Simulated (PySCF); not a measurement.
Energy of Si- (silicon, charge -1) between two integer charges

The 3p alpha orbital of [Ne] 3s2 3p3 is emptied in steps (occupation f), with all orbitals relaxed, ending at [Ne] 3s2 3p2. All numbers are calculated (PySCF 2.14, the spin-free X2C one-electron Hamiltonian (Gaussian nucleus), in aug-cc-pVTZ-DK). The exact energy is a straight line in f; departures are measured from the line between the end points of the same method.

| f | LDA (eV) | PBE (eV) | PBE0 (eV) | r2SCAN (eV) | LC-wPBE (eV) | BHandHLYP (eV) | wB97X (eV) | B3LYP (eV) | TPSS (eV) |
| --- | --- | --- | --- | --- | --- | --- | --- | --- | --- |
| 1 | 0.000 | 0.000 | 0.000 | 0.000 | 0.000 | 0.000 | 0.000 | 0.000 | 0.000 |
| 0.8 | -0.442 | -0.434 | -0.301 | -0.405 | 0.054 | -0.166 | 0.022 | -0.327 | -0.423 |
| 0.6 | -0.681 | -0.664 | -0.458 | -0.613 | 0.078 | -0.255 | 0.031 | -0.500 | -0.646 |
| 0.4 | -0.697 | -0.676 | -0.464 | -0.616 | 0.076 | -0.261 | 0.030 | -0.509 | -0.656 |
| 0.2 | -0.473 | -0.456 | -0.312 | -0.412 | 0.051 | -0.177 | 0.019 | -0.345 | -0.442 |
| 0 | 0.000 | 0.000 | 0.000 | 0.000 | 0.000 | 0.000 | 0.000 | 0.000 | 0.000 |

```json
{"method": "LDA", "E(f=0) − E(f=1) (eV)": "1.590", "−ε at f=1 (eV)": "-1.093", "−ε at f=0.4 (eV)": "2.096"}
{"method": "PBE", "E(f=0) − E(f=1) (eV)": "1.488", "−ε at f=1 (eV)": "-1.159", "−ε at f=0.4 (eV)": "2.000"}
{"method": "PBE0", "E(f=0) − E(f=1) (eV)": "1.454", "−ε at f=1 (eV)": "-0.390", "−ε at f=0.4 (eV)": "1.817"}
{"method": "r2SCAN", "E(f=0) − E(f=1) (eV)": "1.527", "−ε at f=1 (eV)": "-0.966", "−ε at f=0.4 (eV)": "2.030"}
{"method": "LC-wPBE", "E(f=0) − E(f=1) (eV)": "1.426", "−ε at f=1 (eV)": "1.787", "−ε at f=0.4 (eV)": "1.357"}
{"method": "BHandHLYP", "E(f=0) − E(f=1) (eV)": "1.146", "−ε at f=1 (eV)": "0.147", "−ε at f=0.4 (eV)": "1.337"}
{"method": "wB97X", "E(f=0) − E(f=1) (eV)": "1.226", "−ε at f=1 (eV)": "1.387", "−ε at f=0.4 (eV)": "1.196"}
{"method": "B3LYP", "E(f=0) − E(f=1) (eV)": "1.340", "−ε at f=1 (eV)": "-0.652", "−ε at f=0.4 (eV)": "1.723"}
{"method": "TPSS", "E(f=0) − E(f=1) (eV)": "1.426", "−ε at f=1 (eV)": "-1.165", "−ε at f=0.4 (eV)": "1.931"}
```

Orbital energy along the path (eV):

```json
{"f": "1", "LDA": "1.093", "PBE": "1.159", "PBE0": "0.390", "r2SCAN": "0.966", "LC-wPBE": "-1.787", "BHandHLYP": "-0.147", "wB97X": "-1.387", "B3LYP": "0.652", "TPSS": "1.165"}
{"f": "0.8", "LDA": "0.129", "PBE": "0.186", "PBE0": "-0.299", "r2SCAN": "0.016", "LC-wPBE": "-1.615", "BHandHLYP": "-0.499", "wB97X": "-1.299", "B3LYP": "-0.078", "TPSS": "0.202"}
{"f": "0.6", "LDA": "-0.937", "PBE": "-0.872", "PBE0": "-1.039", "r2SCAN": "-0.995", "LC-wPBE": "-1.478", "BHandHLYP": "-0.901", "wB97X": "-1.243", "B3LYP": "-0.874", "TPSS": "-0.835"}
{"f": "0.4", "LDA": "-2.096", "PBE": "-2.000", "PBE0": "-1.817", "r2SCAN": "-2.030", "LC-wPBE": "-1.357", "BHandHLYP": "-1.337", "wB97X": "-1.196", "B3LYP": "-1.723", "TPSS": "-1.931"}
{"f": "0.2", "LDA": "-3.324", "PBE": "-3.175", "PBE0": "-2.614", "r2SCAN": "-3.064", "LC-wPBE": "-1.237", "BHandHLYP": "-1.796", "wB97X": "-1.147", "B3LYP": "-2.611", "TPSS": "-3.064"}
{"f": "0", "LDA": "-4.593", "PBE": "-4.363", "PBE0": "-3.409", "r2SCAN": "-4.108", "LC-wPBE": "-1.106", "BHandHLYP": "-2.271", "wB97X": "-1.128", "B3LYP": "-3.515", "TPSS": "-4.198"}
```

At f = 1 the orbital energy is positive for LDA, PBE, PBE0, r2SCAN, B3LYP, TPSS: only the finite basis holds the electron.

Reference removal energy between the ground levels: 1.390 eV (measured; photodetachment measurements, as compiled on the Wikipedia data page of electron affinities). The calculation has no spin-orbit coupling.
